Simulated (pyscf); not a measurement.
H₃C–CH₂–O–Si(OH)(OH)–OH (SMILES CCO[Si](O)(O)O) -> HO–Si(OH)(OH)–OH (SMILES O[Si](O)(O)O) + H₂C=CH₂ (SMILES C=C) (elimination; singlet surface; C–O, C–H broken, H–O formed). Single points on ωB97X-D3(BJ)/def2-SVP structures (PySCF, gas phase). Energies in eV from the reactant's lowest minimum found.

```tsv
level	barrier	reaction energy
ωB97X-D3(BJ)/def2-TZVP	3.08	+0.87
PBE/def2-TZVP	[?]	+0.69
r²SCAN/def2-TZVP	2.78	+0.78
PBE0-D3(BJ)/def2-TZVP	2.93	+0.88
M06-2X/def2-TZVP	[?]	[?]
ωB97M-D3(BJ)/def2-TZVP	2.95	+0.72
```

### Question
Some entries are withheld; supply them.

### Answer

- PBE/def2-TZVP, barrier: 2.58
- M06-2X/def2-TZVP, barrier: 3.09
- M06-2X/def2-TZVP, reaction energy: +0.79

The functionals in the table span 0.51 eV in this barrier, from PBE to M06-2X. On the product side the descent ends in a complex, 0.22 eV under the separated species and 2.43 eV under the saddle at ωB97X-D3(BJ)/def2-TZVP. One saddle was located; it need not be the lowest between these sides.
